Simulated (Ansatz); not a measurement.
Geometry optimisation, RKS PBE0/6-31G* in Ansatz.

input.yaml

```yaml
crystal:
  periodic: [false, false, false]
  atoms:
    - { symbol: C, position_ang: [0.21237, 0.19827, -0.06054] }
    - { symbol: O, position_ang: [-1.04816, 0.09863, -0.17094] }
    - { symbol: S, position_ang: [-0.07, -1.28848, 0.54806] }
    - { symbol: H, position_ang: [0.74141, -2.27318, 1.07379] }
total_charge: 1
basis:
  gaussian: { orbitals: "6-31G*" }
hamiltonian:
  xc: pbe0
relax:
  f_tol: 0.02
  max_steps: 50
```

Run as:

```bash
$ ansatz run input.yaml --threads 1 --pin off --max-ram 2048MiB --backend cpu --events-out ev --progress --plain --runs-dir out
```

Q: Where does it end, and by what steps?

A: It converged. After 11 steps the energy has fallen by 7.075 eV; O2 moved furthest, 0.85 Å. Parted: O2–S3 (1.84 → 2.78 Å).

| step | energy less start (eV) | largest force component (eV/Å) | accepted |
| --- | --- | --- | --- |
| 0 | 0.0000 | 4.430 | yes |
| 1 | -1.1266 | 6.361 | yes |
| 2 | -2.7745 | 6.476 | yes |
| 3 | -3.9414 | 15.262 | yes |
| 4 | -5.7141 | 5.845 | yes |
| 5 | -6.3603 | 2.786 | yes |
| 6 | -6.8880 | 2.496 | yes |
| 7 | -6.9218 | 4.992 | yes |
| 8 | -7.0687 | 0.359 | yes |
| 9 | -7.0703 | 0.306 | yes |
| 10 | -7.0742 | 0.051 | yes |
| 11 | -7.0748 | 0.019 | yes |

```xyz
4
Properties=species:S:1:pos:R:3
C -0.368 -0.328 0.096
O -0.478 0.704 -0.353
S -0.332 -1.852 0.739
H 1.014 -1.789 0.908
```

Run time: 28 s on 1 thread of Arm Neoverse N1 (shared host), peak memory 0.13 GiB.
